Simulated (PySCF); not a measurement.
A geometry optimisation, step by step.

Species: (CH3)2PPF2, C2H6F2P2.
Bonds: C1–P2, P2–C3, P2–P4, P4–F5, P4–F6. Hydrogens: H7, H8, H9 on C1; H10, H11, H12 on C3.

Method: PySCF, PBE0-D3(BJ)/def2-SVP geometry optimisation, gas phase; density fitting, grid level 1; the optimiser is geomeTRIC in internal coordinates, started from a GFN2-xTB structure with every atom displaced at random (about 0.01 Å). The frame can shift and turn from step to step; on so coarse a grid that alone can change the energy by a few meV, and forces under 0.02 eV/Å are noise.

Step 0: E = -26158.2424 eV, largest atomic force 1.923 eV/Å
```
atom  x, y, z in Å  |  force x, y, z in eV/Å
C1     -0.534   -1.363   -0.689   -1.030   1.612  -0.197
P2     -0.156   -0.328    0.805    0.128  -0.211   0.118
C3      1.532    0.233    0.314    0.480  -0.236   1.303
P4     -1.092    1.502    0.010   -1.560   0.063   0.771
F5     -2.647    1.115    0.432    0.831   0.035  -0.658
F6     -0.867    2.454    1.301    0.437   0.054  -0.192
H7      0.007   -2.276   -0.638    0.672  -1.213   0.051
H8     -0.280   -0.820   -1.623   -0.063  -0.290   0.137
H9     -1.619   -1.563   -0.674    0.160  -0.147  -0.108
H10     1.864    1.040    0.993   -0.076  -0.035  -0.116
H11     1.586    0.573   -0.701    0.121   0.333  -1.009
H12     2.247   -0.596    0.460   -0.101   0.036  -0.100
```

Step 1: E = -26158.3676 eV, largest atomic force 0.319 eV/Å
```
atom  x, y, z in Å  |  force x, y, z in eV/Å
C1     -0.524   -1.312   -0.710    0.171  -0.258   0.078
P2     -0.118   -0.298    0.789    0.054   0.066   0.028
C3      1.591    0.284    0.357   -0.044  -0.008  -0.243
P4     -1.189    1.509    0.053    0.047  -0.074   0.108
F5     -2.662    0.855    0.237   -0.034   0.147   0.040
F6     -1.082    2.383    1.414   -0.113  -0.066  -0.106
H7      0.051   -2.258   -0.660   -0.131   0.209  -0.037
H8     -0.294   -0.809   -1.661    0.024   0.013  -0.072
H9     -1.593   -1.563   -0.682   -0.040  -0.022  -0.005
H10     1.894    1.082    1.048    0.005   0.057   0.054
H11     1.674    0.651   -0.683    0.022  -0.028   0.147
H12     2.291   -0.553    0.487    0.040  -0.036   0.009
```

Step 2: E = -26158.3746 eV, largest atomic force 0.067 eV/Å
```
atom  x, y, z in Å  |  force x, y, z in eV/Å
C1     -0.514   -1.321   -0.710    0.008  -0.015   0.011
P2     -0.116   -0.299    0.788    0.029  -0.041   0.030
C3      1.593    0.284    0.353   -0.029   0.030  -0.039
P4     -1.198    1.507    0.058   -0.025   0.013  -0.004
F5     -2.685    0.889    0.247    0.059   0.029   0.012
F6     -1.106    2.386    1.413   -0.017  -0.046  -0.039
H7      0.062   -2.259   -0.661   -0.009   0.027   0.004
H8     -0.284   -0.821   -1.666   -0.003   0.001   0.002
H9     -1.583   -1.580   -0.685   -0.002  -0.004  -0.009
H10     1.891    1.083    1.049    0.002  -0.002   0.006
H11     1.682    0.655   -0.681    0.003   0.009   0.015
H12     2.296   -0.552    0.485   -0.016  -0.001   0.011
```

Step 3: E = -26158.3754 eV, largest atomic force 0.024 eV/Å
```
atom  x, y, z in Å  |  force x, y, z in eV/Å
C1     -0.511   -1.325   -0.709   -0.008   0.015  -0.004
P2     -0.115   -0.303    0.790   -0.004  -0.007   0.009
C3      1.589    0.291    0.354    0.000   0.006   0.004
P4     -1.196    1.501    0.052   -0.014  -0.015   0.013
F5     -2.683    0.889    0.246    0.001   0.001  -0.015
F6     -1.108    2.379    1.406    0.009   0.011  -0.004
H7      0.067   -2.260   -0.660    0.014  -0.018   0.001
H8     -0.283   -0.824   -1.664   -0.003  -0.002   0.006
H9     -1.579   -1.588   -0.686    0.006   0.001   0.000
H10     1.884    1.088    1.054   -0.002  -0.008   0.001
H11     1.678    0.666   -0.678    0.000   0.009  -0.010
H12     2.295   -0.544    0.485    0.001   0.006   0.000
```

Step 4: E = -26158.3758 eV, largest atomic force under 0.02 eV/Å
```
atom  x, y, z in Å  |  force x, y, z in eV/Å
C1     -0.506   -1.330   -0.707   -0.003   0.010  -0.004
P2     -0.115   -0.306    0.792   -0.013   0.004   0.004
C3      1.586    0.298    0.356    0.007  -0.001   0.012
P4     -1.198    1.494    0.048    0.001  -0.012  -0.008
F5     -2.686    0.886    0.241   -0.013  -0.007  -0.006
F6     -1.110    2.379    1.398    0.006   0.014   0.009
H7      0.076   -2.262   -0.659    0.011  -0.015   0.000
H8     -0.280   -0.827   -1.662    0.000   0.000   0.002
H9     -1.573   -1.597   -0.685    0.003  -0.001   0.003
H10     1.877    1.092    1.059   -0.001  -0.002   0.001
H11     1.673    0.678   -0.675   -0.003   0.005  -0.008
H12     2.295   -0.534    0.483    0.004   0.004  -0.005
```

Question: Summarise the path.

Answer: The energy falls by 3.08 kcal/mol from step 0 to step 4; nine tenths of that is first reached at step 1. It falls at every step. The largest force goes from 1.923 to under 0.02 eV/Å. Among the bonds P4–F5 changes most (a near tie, within 0.001 Å, with another), from 1.657 to 1.619 Å; the atoms move by 0.092 Å rms after alignment.

The cost below is that of the whole optimisation. Hardware: one thread, Arm Neoverse V2 (aarch64), shared host. Cost: 23 s, 0.51 GiB resident at most.
